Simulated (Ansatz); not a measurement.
C5H10 can be A, `CC1CCC1`, or B, `C/C=C/CC`.

Calculated with Ansatz (gas phase, PBE0-D4/def2-TZVP geometries, no zero-point term in ΔE). CBS: MP2 limit from def2 TZ/QZ plus the TZ coupled-cluster correction, frozen cores. Functionals use def2-TZVPP. B3LYP here is the variant with VWN-RPA as its local correlation; programs differ in this. One conformer a species, not always the lowest.

Q: Which isomer does CCSD(T)/CBS put lower? Give the gap. (Estimate.)

A: Computed: B, by 6.0 kcal/mol.

Q: Give E(B) − E(A) in kcal/mol with CCSD/def2-TZVPP, B3LYP, CCSD(T)/def2-TZVPP, B2PLYP, PBE-D4, ωB97M-V, HF/def2-TZVPP. (Estimate.)

A: The calculation gave: CCSD/def2-TZVPP -5.5, B3LYP -10.4, CCSD(T)/def2-TZVPP -5.5, B2PLYP -8.4, PBE-D4 -5.5, ωB97M-V -4.7, HF/def2-TZVPP -10.4. None reverses the order clearly.

Largest T1 diagnostic: 0.009.

The D4 term adds +1.3 kcal/mol with B3LYP and +0.7 kcal/mol with PBE0; it sums over pairs of atoms, weighted by their polarisabilities, and B3LYP, whose exchange is more repulsive, gets the larger term. In def2-TZVPP, CCSD(T) changes the Hartree–Fock value by +4.9 kcal/mol (the triples alone add −0.1 kcal/mol) and MP2 by +6.5 kcal/mol.
